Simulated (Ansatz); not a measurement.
A nudged elastic band was laid between two geometries of C₃H₄FNO (10 atoms, charge 0, multiplicity 1).

These are results of Ansatz, RKS r2SCAN/STO-3G, not measurements.

```yaml
movable_images: 8
climbing_image: no
spring: 5.0 eV/Å²
optimiser: quadratic models (default)
start_path: IDPP
force_threshold: 0.05 eV/Å
iteration_limit: 45
end_points: relaxed
```

First end point:

```xyz
10
Properties=species:S:1:pos:R:3
C 0.379 -1.396 0.237
C 0.045 -0.108 0.485
O -0.091 0.502 1.750
C -0.240 0.896 -0.622
N -0.198 0.554 -1.901
F -0.533 2.155 -0.154
H 0.451 -1.742 -0.796
H 0.580 -2.106 1.043
H 0.126 -0.270 2.387
H -0.435 1.464 -2.426
```

Last end point:

```xyz
10
Properties=species:S:1:pos:R:3
C 0.387 -1.483 0.172
C 0.061 -0.188 0.404
O -0.066 0.437 1.657
C -0.215 0.786 -0.730
N -0.499 2.057 -0.488
F -0.137 0.222 -1.981
H 0.455 -1.852 -0.852
H 0.586 -2.185 0.986
H 0.150 -0.332 2.302
H -0.639 2.487 -1.466
```

What changes between the two ends?

No bond is made or broken. The dihedral O3–C2–C4–F6 goes from 1 to -178°.

Give the energies along the band, and the barrier.

The run converged. The highest image is number 5 of 0 to 9, 4.9 kcal/mol above the first end and 4.7 kcal/mol above the last; the last end lies 0.1 kcal/mol above the first. No image climbed, so the highest image needn't sit at the top of the path. Limits of this set-up: minimal basis.

```csv
image,path coordinate (Å),energy (kcal/mol),dihedral O3–C2–C4–F6 (°)
0,0.00,0.0,1
1,0.54,0.4,-18
2,1.09,1.8,-38
3,1.63,3.4,-58
4,2.18,4.6,-78
5,2.72,4.9,-99
6,3.27,4.0,-120
7,3.81,2.3,-140
8,4.36,0.8,-160
9,4.90,0.1,-178
```

What is the geometry of the highest image?


```xyz
10
Properties=species:S:1:pos:R:3
C -0.363 -1.410 0.384
C 0.117 -0.149 0.435
O 0.879 0.412 1.481
C -0.133 0.878 -0.681
N 0.776 1.124 -1.606
F -1.367 1.486 -0.618
H -0.941 -1.755 -0.474
H -0.173 -2.128 1.188
H 0.968 -0.377 2.131
H 0.320 1.869 -2.238
```

The run took 4.6 min on 1 thread of Intel(R) Xeon(R) Processor @ 2.50GHz (Skylake/Cascade Lake), with other jobs on the host, peak memory 0.13 GiB.
